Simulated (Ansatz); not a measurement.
## Structure relaxation of Si₃Mo

Level of theory: DFT PBE, scalar-relativistic, plane waves, PAW (Ansatz 0.2.0). Cutoff 420 eV, Γ-centred k mesh, Gaussian smearing, no spin polarisation in the final step.

The start puts Si₃Mo on the TiAl3 (D0_22) structure type (I4/mmm, No. 139), with Mo in place of Ti, Si in place of Al, at a guessed volume.

```xyz
4
Lattice="-1.8829 1.8829 4.2060 1.8829 -1.8829 4.2060 1.8829 1.8829 -4.2060" Properties=species:S:1:pos:R:3 pbc="T T T"
Si    0.0000    0.0000    4.2060
Si    1.8829    0.0000    2.1030
Si    0.0000    1.8829    2.1030
Mo    0.0000    0.0000    0.0000
```

Cell and atoms relax at zero pressure; the relaxation can't lower the symmetry of the start. After a coarse first stage the cell is made exact in the group found at 0.06 Å.

Formation energies are uncorrected and refer to the elements' standard structures at the same level.

Task: What does it relax into?

Result: It keeps I4/mmm (No. 139). The result has the TiAl3 (D0_22) structure. Conventional cell: a = 3.763 Å, c = 7.803 Å. Si on Wyckoff site b (1 atom of the primitive cell) has 4 Mo at 2.66 Å and 8 Si at 2.71 Å; around Si on Wyckoff site d (2 atoms of the primitive cell) lie 8 Si at 2.66–2.71 Å and 4 Mo at 2.71 Å; Mo is coordinated by 12 Si at 2.66–2.71 Å.

```cif
data_structure
_symmetry_space_group_name_H-M 'I4/mmm'
_symmetry_Int_Tables_number 139
_cell_length_a 3.7633
_cell_length_b 3.7633
_cell_length_c 7.8027
_cell_angle_alpha 90.000
_cell_angle_beta 90.000
_cell_angle_gamma 90.000
_cell_volume 110.50
loop_
_atom_site_label
_atom_site_type_symbol
_atom_site_symmetry_multiplicity
_atom_site_Wyckoff_symbol
_atom_site_fract_x
_atom_site_fract_y
_atom_site_fract_z
_atom_site_occupancy
Si1 Si 2 b 0.50000 0.50000 0.00000 1
Si2 Si 4 d 0.50000 0.00000 0.25000 1
Mo1 Mo 2 a 0.00000 0.00000 0.00000 1
```

Task: What are its volume, energy, density and gap?

Result: The volume per atom is 13.81 Å³, the density is 5.42 g/cm³ and the energy over the elements is 0.25 eV/atom. The gap on the 18×18×18 mesh is 0 eV (a metal).

The final run used a 18×18×18 mesh on its 4-atom cell and 0.10 eV smearing. The k mesh leaves about 4 meV/atom of noise in metals. A structure relaxed within its symmetry needn't be a true minimum.

Cost: 3 runs of about 0.99 core-minutes in all, on Intel Xeon 6975P-C (Granite Rapids) (shared hosts).